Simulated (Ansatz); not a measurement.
A nudged elastic band was laid between two geometries of FH3Si + H2O (8 atoms, charge 0, multiplicity 1).

All numbers below come from RKS B3LYP/6-31G* in Ansatz.

* movable images: 7
* climbing image: yes
* spring: 5.0 eV/Å²
* optimiser: quadratic models (default)
* start path: through a guess of the saddle point
* force threshold: 0.05 eV/Å
* iteration limit: 60
* end points: relaxed

Initial state:

```xyz
8
Properties=species:S:1:pos:R:3
Si 0.330 0.041 -0.105
H 0.430 -0.087 1.371
F 1.850 0.013 -0.671
H -0.265 1.330 -0.519
H -0.364 -1.126 -0.706
O -2.269 0.026 0.871
H -2.634 -0.842 0.640
H -2.217 0.016 1.839
```

Final state:

```xyz
8
Properties=species:S:1:pos:R:3
Si -0.142 -0.015 -0.904
H -1.545 0.356 3.638
F 1.321 -0.583 -0.544
H -0.061 1.449 -1.075
H -0.580 -0.723 -2.133
O -1.204 -0.263 0.337
H -1.495 -1.172 0.497
H -1.435 0.320 2.903
```

Problem. Which bonds break or form, and what moves?

Solution. Bonds broken: Si1–H2, O6–H8. Bonds formed: Si1–O6, H2–H8. FH3Si + H2O becomes FH3OSi + H2.

Problem. What energy profile does the band end with?

Solution. The forces met the threshold. The highest image is number 2 of 0 to 8, 40.3 kcal/mol above the first end and 60.5 kcal/mol above the last; the last end lies 20.2 kcal/mol below the first. Neighbouring images differ by up to 1.7 eV, so the band resolves the path poorly. A vibrational analysis at the climbing image gives one clearly imaginary mode, 1456i cm⁻¹: a first-order saddle point. The orbitals stay closed-shell, which can raise the energy where a bond breaks towards radicals; this wasn't checked here.

| image | path coordinate (Å) | energy (kcal/mol) | Si1–H2 (Å) | O6–H8 (Å) | Si1–O6 (Å) |
| --- | --- | --- | --- | --- | --- |
| 0 | 0.00 | 0.0 | 1.49 | 0.97 | 2.78 |
| 1 | 1.21 | 7.4 | 1.49 | 0.97 | 2.61 |
| 2 | 2.42 | 40.3 | 1.75 | 1.17 | 1.90 |
| 3 | 3.15 | 0.3 | 2.28 | 1.75 | 1.69 |
| 4 | 3.89 | -16.8 | 2.92 | 2.23 | 1.65 |
| 5 | 4.63 | -19.5 | 3.60 | 2.61 | 1.65 |
| 6 | 5.37 | -20.0 | 4.15 | 2.67 | 1.65 |
| 7 | 6.10 | -20.2 | 4.49 | 2.66 | 1.65 |
| 8 | 6.84 | -20.2 | 4.77 | 2.64 | 1.65 |

Problem. What is the geometry of the highest image?

Solution. 
```xyz
8
Properties=species:S:1:pos:R:3
Si -0.226 0.068 -0.136
H -0.118 0.561 1.545
F 1.219 -0.636 0.091
H -0.199 1.478 -0.582
H -0.686 -0.746 -1.301
O -1.869 -0.270 0.746
H -2.141 -1.204 0.805
H -1.118 0.120 1.553
```

The run took 5 min on 1 thread of Arm Neoverse V2, with other jobs on the host, peak memory 0.11 GiB.
